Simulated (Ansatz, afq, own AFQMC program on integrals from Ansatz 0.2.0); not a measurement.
## AlSiH3, triplet: AFQMC among the cluster methods

```xyz
5

Si   -1.1719    0.0063    0.0220
Al    1.4166   -0.0076   -0.0266
H    -1.7486    1.3889    0.0076
H    -1.7365   -0.6584    1.2401
H    -1.7815   -0.7021   -1.1488
```

Connectivity, by distances: SiH3–Al.

Basis cc-pVDZ. Noble-gas cores (and the filled d shells of Ga–Kr and In–Xe) are frozen. Ansatz 0.2.0 and our own AFQMC program on the same integrals; the CISD trial comes from CCSD amplitudes, and released means the phaseless constraint is let go. Error bars are statistical, one sigma.

Determinant: UHF, the one that the program's search chose, which needn't be the lowest solution. The geometry is a PBE0/def2-TZVP stationary point of this or a neighbouring charge and spin state.

No full CI on the walks' own integrals is used here; CCSDT(Q) serves as the reference and is uncertain by about the last step of the cluster series.

Cautions: another spin lies lower (by 1.44 eV).

The T1 diagnostic is 0.0251. The weight of the determinant in the CISD state is 0.872, the ⟨S²⟩ of the determinant is 2.015 and the size of the correlated space is 10 electrons in 41 orbitals.

Reference: CCSDT(Q), correlation energy -4.850 eV. The released energy is read at 2.40 1/Eh (meV from the phaseless value at times in 1/Eh: -4 ± 3 at 0.24, -11 ± 5 at 0.51, -10.7 ± 1.8 at 0.99, -11.2 ± 1.9 at 1.62, -11 ± 3 at 2.40).

```csv
level,E − E(reference) (kJ/mol),share of correlation (%)
HF,468.0,0.00
MP2,116.7,75.06
CCSD,16.5,96.47
CCSD(T),4.0,99.15
CCSDT,0.6,99.87
ph-AFQMC/CISD,1.4 ± 0.3,99.69
released AFQMC,0.4 ± 0.3,99.92
```

Released energies are given only where the last usable release times agree within the noise; a slower fall can still hide under it.
